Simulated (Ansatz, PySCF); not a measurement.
The pair A = CH3Cl (SMILES CCl) (first 5 atoms), B = HCl (SMILES Cl); geometry from NCB31 set.
(charge 0, multiplicity 1):
```xyz
7

C     -1.495     1.126     0.000
Cl    -1.402    -0.663     0.000
H     -0.481     1.518    -0.001
H     -2.027     1.435     0.895
H     -2.029     1.435    -0.894
Cl     2.140     0.037     0.000
H      0.977    -0.514     0.000
```

Cores are frozen in the correlated methods. MP2 and its Hartree–Fock in aug-cc-pV(Q+d)Z are density fitted. Rows in 6-31G* carry no dispersion term and start afresh at each structure (6-31G* with six Cartesian d functions).

Programs: Ansatz (a quantum-chemistry and plane-wave program); PySCF for 6-31G* rows. 

Total energies (hartree), monomers frozen at their geometry in the pair:

```csv
structure,PBE/def2-TZVPPD,B3LYP/6-31G*,MP2/aug-cc-pV(Q+d)Z
AB,-960.5266844,-960.9083093,-959.9065394
A in the pair's basis,-499.8923754,-500.1087160,-499.5631044
B in the pair's basis,-460.6292471,-460.7961688,-460.3372535
A,-499.8923207,-500.1083989,-499.5628246
B,-460.6291333,-460.7956916,-460.3370392
```

### Question
Work out the interaction energy without and with the counterpoise correction, and the superposition error, for each level.

### Answer

E(AB) − E(A) − E(B), times 627.509 kcal/mol, with the monomers in their own basis and then in the pair's basis:
- PBE/def2-TZVPPD: -3.28 uncorrected, -3.18 corrected; the monomers gain 0.11 kcal/mol from borrowed functions
- B3LYP/6-31G*: -2.65 uncorrected, -2.15 corrected; the monomers gain 0.50 kcal/mol from borrowed functions
- MP2/aug-cc-pV(Q+d)Z: -4.19 uncorrected, -3.88 corrected; the monomers gain 0.31 kcal/mol from borrowed functions
